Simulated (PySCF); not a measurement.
# Mayer bond orders and bond lengths

Species: dimethoxymethane, C3H8O2.
Atom-mapped SMILES: `[CH3:1][O:2][CH2:3][O:4][CH3:5]` (hydrogens: H6, H7, H8 on C1; H9, H10 on C3; H11, H12, H13 on C5)

Geometry (GFN2-xTB, dihedral held, Å), atoms numbered from 1 in this order:
```
atom  x, y, z in Å
C1    -1.1190   -1.1011    0.6031
O2    -0.9716    0.2978    0.6994
C3     0.1304    0.8882    0.0288
O4     0.9639    0.0263   -0.6628
C5     2.0524   -0.4925    0.0749
H6    -0.9180   -1.4582   -0.4102
H7    -2.1564   -1.3048    0.8634
H8    -0.4649   -1.6280    1.3087
H9     0.6892    1.4756    0.7773
H10   -0.2880    1.5757   -0.7225
H11    2.6839    0.3188    0.4536
H12    1.7274   -1.1110    0.9161
H13    2.6228   -1.1026   -0.6225
```

Bond orders from the PBE0/pcSseg-1 density (PySCF). The geometry is a constrained GFN2-xTB structure with the dihedral O4–C3–O2–C1 held at 0°, isolated molecule; it need not be a minimum.

(1) Where do the orders between heavy atoms depart from those drawn in the SMILES?

(2) Give the Mayer order of every bond, beside its length.

Answers

(1) The largest departure is 0.089, at O4–C5 (drawn single, 0.911).

(2) 
| bond | drawn as | length (Å) | Mayer order |
| --- | --- | --- | --- |
| C1–O2 | single | 1.410 | 0.920 |
| O2–C3 | single | 1.419 | 0.925 |
| C3–O4 | single | 1.384 | 0.985 |
| O4–C5 | single | 1.414 | 0.911 |
| C1–H6 | single | 1.093 | 0.962 |
| C1–H7 | single | 1.089 | 0.975 |
| C1–H8 | single | 1.097 | 0.957 |
| C3–H9 | single | 1.103 | 0.946 |
| C3–H10 | single | 1.101 | 0.953 |
| C5–H11 | single | 1.096 | 0.964 |
| C5–H12 | single | 1.094 | 0.956 |
| C5–H13 | single | 1.088 | 0.974 |

By pair of heavy elements: C–O: lowest O4–C5 (0.911, 1.414 Å), highest C3–O4 (0.985, 1.384 Å).

Question: Sum the orders of all bonds at each heavy atom with more than one neighbour and set the sums beside the valence in the SMILES.

Answer: C1 3.814 (drawn 4), O2 1.845 (drawn 2), C3 3.809 (drawn 4), O4 1.896 (drawn 2), C5 3.805 (drawn 4). Orders between atoms that aren't bonded are not in these sums.

For a closed shell the Mayer order of atoms A and B is Σ (PS)μν (PS)νμ over the basis functions μ on A and ν on B, with P the density and S the overlap matrix.
